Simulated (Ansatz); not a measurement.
# AlSi+ (triplet): wave-function methods side by side, def2-QZVPP

One table from this session's results is given with a row withheld; the runs are named, their logs left out.

Program: Ansatz 0.2.0, Gaussian basis. Level of theory: def2-QZVPP, core rule «outside noble gas», up to 10 orbitals frozen. These are calculated values, not measurements.

Plan: UHF; ROHF; CCSD(T) on UHF.

2 further runs of the same task are left out: 2 set aside as unsound or not needed.

**What is computed**

The geometry is a PBE0/def2-TZVP stationary point (not a proven minimum) of the parent state, kept for this charge and spin.

2 atoms, charge 1, spin multiplicity 3.

Atoms are counted from 1 here; the program's logs count them from 0.

Bond lengths: Si1–Al2 2.398 Å.

Set-up of the first run:

Input file in.yaml:

```yaml
crystal:
  periodic: [false, false, false]
  atoms:
    - {symbol: Si, position_ang: [0.000000, 0.000000, 0.000000]}
    - {symbol: Al, position_ang: [0.000000, 0.000000, 2.397686]}
basis:
  gaussian: {orbitals: "def2-QZVPP.json"}
total_charge: 1
magnetization: {spin_polarized: true, initial_magnetization: 2}
hamiltonian: {xc: hf}
output: {orbitals: {seedname: orbitals}}
```

The run is started by

```console
> ansatz run in.yaml --threads 1 --pin off --events-out ev --progress --plain --max-ram 2393MiB
```

Steps of the session up to this table: UHF; ROHF; CCSD(T) on UHF.

One of the session's tables, all rows but one given; the rest of the session is left out.

It belongs to the step «Misses and costs». 

| method | from UCCSD(T) (kcal/mol) |
| --- | --- |
| ROHF | ? |
| UMP2 | +23.88 |
| UCCSD | +5.91 |
| UCCSD(T) | 0 |

**Question.** Estimate the row for ROHF.

**Answer.** from UCCSD(T) (kcal/mol): +93.18. In the column «from UCCSD(T) (kcal/mol)» it is the highest.

Left out of the table: UHF (another determinant or state than the rows shown).

Limits of these values: Warnings: spin contamination; coupled cluster took another determinant than the lowest.
